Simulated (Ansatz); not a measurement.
# C4H7NO: the cost of one run

Program: Ansatz 0.2.0, driven from Python. The levels of theory stand in the script. These are calculated values, not measurements.

### 1 Starting point

Bond lengths: C1–O2 1.422 Å, O2–C3 1.431 Å, C3–C4 1.528 Å, C4–C5 1.464 Å, C5–N6 1.135 Å, C1–H7 1.111 Å, C1–H8 1.111 Å, C1–H9 1.055 Å, C3–H10 1.099 Å, C3–H11 1.129 Å, C4–H12 1.076 Å, C4–H13 1.084 Å. Angles (14 of 20 angles, heavy atoms first): C1–O2–C3 115.9°, O2–C3–C4 113.9°, C3–C4–C5 110.6°, C4–C5–N6 176.9°, O2–C1–H7 112.0°, O2–C1–H8 108.8°, O2–C1–H9 109.3°, O2–C3–H10 111.1°, O2–C3–H11 107.8°, C4–C3–H10 109.2°, C4–C3–H11 109.0°, C3–C4–H12 108.3°, C3–C4–H13 110.7°, C5–C4–H12 110.5°.

No structure file is read: the coordinates are typed or built in the script.

### 2 The code

Input file disp_c4h7no.py:

```python
"""Size of D3 and D4 in C4H7NO."""

import logging
import sys

import ansatz as az
from rdkit import Chem
from rdkit.Chem import AllChem

logging.basicConfig(stream=sys.stdout, format="%(name)s: %(message)s")
log = logging.getLogger("c4h7no")
log.setLevel(logging.INFO)

BASIS = "def2-SVP"

# start geometry from RDKit
rd = Chem.AddHs(Chem.MolFromSmiles("COCCC#N"))
AllChem.EmbedMolecule(rd, randomSeed=333)
AllChem.UFFOptimizeMolecule(rd)
system = az.Crystal.molecule()
for atom, xyz in zip(rd.GetAtoms(), rd.GetConformer().GetPositions()):
    system = system.atom(atom.GetSymbol(), xyz.round(5).tolist())

job = system.calculation().basis(gaussian=BASIS)
for name in ["revpbe", "r2scan"]:
    for correction in ("d3bj", "d4"):
        data = job.functional(name, dispersion=correction).run(threads=1, pin="off").report
        log.info(f"{name:8s} {correction:5s} total {data['free_energy_ev']:.5f} eV, of which dispersion {1000 * data['dispersion']['energy']['ev']:.2f} meV")
```

### 3 The calls as engine input

The package turns the script's settings into the engine's input (first run):

```yaml
crystal:
  periodic: [false, false, false]
  atoms:
    - { symbol: C, position_ang: [-1.99007, 0.24529, -0.17625] }
    - { symbol: O, position_ang: [-1.04562, -0.13315, 0.80106] }
    - { symbol: C, position_ang: [0.12441, -0.64158, 0.18776] }
    - { symbol: C, position_ang: [1.18395, 0.45687, 0.08421] }
    - { symbol: C, position_ang: [2.43102, -0.08079, -0.47125] }
    - { symbol: "N", position_ang: [3.41472, -0.5046, -0.90939] }
    - { symbol: H, position_ang: [-2.85369, 0.72145, 0.3316] }
    - { symbol: H, position_ang: [-2.36951, -0.6456, -0.72361] }
    - { symbol: H, position_ang: [-1.56691, 0.98731, -0.88889] }
    - { symbol: H, position_ang: [-0.06017, -1.10092, -0.81394] }
    - { symbol: H, position_ang: [0.51782, -1.45377, 0.83677] }
    - { symbol: H, position_ang: [0.82372, 1.2742, -0.57466] }
    - { symbol: H, position_ang: [1.39034, 0.87529, 1.09214] }
basis:
  gaussian:
    orbitals: def2-SVP
hamiltonian:
  xc: revpbe
  dispersion: d3bj
```

### 4 Launch

Command:

```console
> python disp_c4h7no.py
```

What time and memory should one allow on 1 thread of Arm Neoverse V2, shared host?

About 17 s, with a peak of 0.29 GiB.
